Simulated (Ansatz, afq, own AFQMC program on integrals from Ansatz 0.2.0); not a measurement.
## Where AFQMC and coupled cluster stand for HfCl4, singlet

```xyz
5

Hf    0.0000    0.0000    0.0000
Cl    1.3378    1.3406    1.3390
Cl   -1.3411   -1.3370    1.3392
Cl   -1.3371    1.3376   -1.3425
Cl    1.3404   -1.3412   -1.3357
```

Connectivity, by distances: Cl–Hf(–Cl)(–Cl)–Cl.

Basis def2-SVP with its core potentials. Noble-gas cores (and the filled d shells of Ga–Kr and In–Xe) are frozen. Ansatz 0.2.0 and our own AFQMC program on the same integrals; the CISD trial comes from CCSD amplitudes, and released means the phaseless constraint is let go. ± is one standard error of the sampling. No spin–orbit coupling. The metal's outer-core s and p shells are frozen, which shifts wave-function levels against functionals.

Determinant: RHF, the one that the program's search chose, which needn't be the lowest solution. The geometry is a PBE0/def2-TZVP stationary point of this or a neighbouring charge and spin state.

No full CI on the walks' own integrals is used here. The released AFQMC energy serves as the reference, which it does only where one determinant dominates, the energy is flat over the last release times and near the phaseless one (40 meV or 2 meV an electron, half that with transition metals). On small molecules, where full CI could be run and the noise was under 10 meV, such values lay within 10 meV of it in 19 cases of 20, a flattering rate, since the rule was set on those same cases; what remains of the bias isn't in the error bar.

Cautions: no spin-orbit coupling; outer-core shells of the metal frozen; higher spins were not checked; the released value is read at 0.80 1/Eh with a noise of 13 meV, more than in the cases checked, later times being too noisy (meV from the phaseless value at times in 1/Eh: -17 ± 10 at 0.24, -12 ± 11 at 0.48, -17 ± 13 at 0.80, -50 ± 18 at 1.20); released reference can be 30 meV off for metals.

```
T1 diagnostic                               : 0.0150
weight of the determinant in the CISD state : 0.777
size of the correlated space                : 32 electrons in 80 orbitals
```

Reference: AFQMC with the constraint released, correlation energy -18.615 ± 0.013 eV.

```json
{"level": "HF", "E − E(reference) (kcal/mol)": "429.26 ± 0.29", "share of correlation (%)": "0.00"}
{"level": "MP2", "E − E(reference) (kcal/mol)": "37.94 ± 0.29", "share of correlation (%)": "91.16"}
{"level": "CCSD", "E − E(reference) (kcal/mol)": "13.19 ± 0.29", "share of correlation (%)": "96.93"}
{"level": "CCSD(T)", "E − E(reference) (kcal/mol)": "1.25 ± 0.29", "share of correlation (%)": "99.71"}
{"level": "ph-AFQMC/CISD", "E − E(reference) (kcal/mol)": "0.38 ± 0.34", "share of correlation (%)": "99.91"}
```

A walk keeps the symmetry of its determinant, which the program's search chose and which needn't be the lowest solution, so a lower state of the same spin and another symmetry isn't excluded. Released energies are given only where the last usable release times agree within the noise; a slower fall can still hide under it.
